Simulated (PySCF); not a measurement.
Species: ketene, C₂H₂O.
Bonds: C1–C2 (double), C2–O3 (double). Hydrogens: H4, H5 on C1.

Level of theory: B3LYP/def2-TZVP geometry optimisation, gas phase in PySCF.

What internal coordinates does the optimisation give?

| bond | length (Å) |
| --- | --- |
| C1=C2 | 1.309 |
| C2=O3 | 1.159 |
| C1–H4, C1–H5 | 1.079 |

Bonds in one row agree within 0.01 Å and their mean is given. A selection of angles:
| angle | degrees |
| --- | --- |
| C2–C1–H4 | 119.6 |
| H4–C1–H5 | 120.7 |
| C1–C2–O3 | 179.9 |

Point group: C2v (tolerance 0.08 Å). No B3LYP/def2-TZVP frequencies stand behind this structure, so it isn't proved a minimum.

Hardware: one thread of an Arm Neoverse V2, no GPU, shared host with 96 logical CPUs at a one-minute load of 11. Cost: 3.7 s of wall time, 0.39 GiB resident at most. These figures are those of the optimisation.

---

Compound: H3SiCH2F, CH5FSi.
SMILES with atom numbers: `[F:1][CH2:2][SiH3:3]` (hydrogens: H4, H5 on C2; H6, H7, H8 on Si3)

The geometry is computed with GFN2-xTB (gas phase).

Problem. List the bond lengths and angles at this level.

Solution. 
```
                  bond  length (Å)   order
                 F1–C2       1.382  single
                C2–Si3       1.917  single
          C2–H4, C2–H5       1.093  single
Si3–H6, Si3–H7, Si3–H8       1.462  single
```

Bonds in one row agree within 0.01 Å and their mean is given. Orders are formal, as drawn. A selection of angles:
```
    angle  degrees
F1–C2–Si3    110.2
 F1–C2–H4    106.2
Si3–C2–H4    112.8
 H4–C2–H5    108.2
C2–Si3–H6    108.3
C2–Si3–H8    106.0
H6–Si3–H7    111.1
```

Si3 (SiH3 silicon) is tetrahedral (angles from 106.0° to 111.5°).

Point group: Cs (tolerance 0.08 Å). Not checked by GFN2-xTB frequencies.
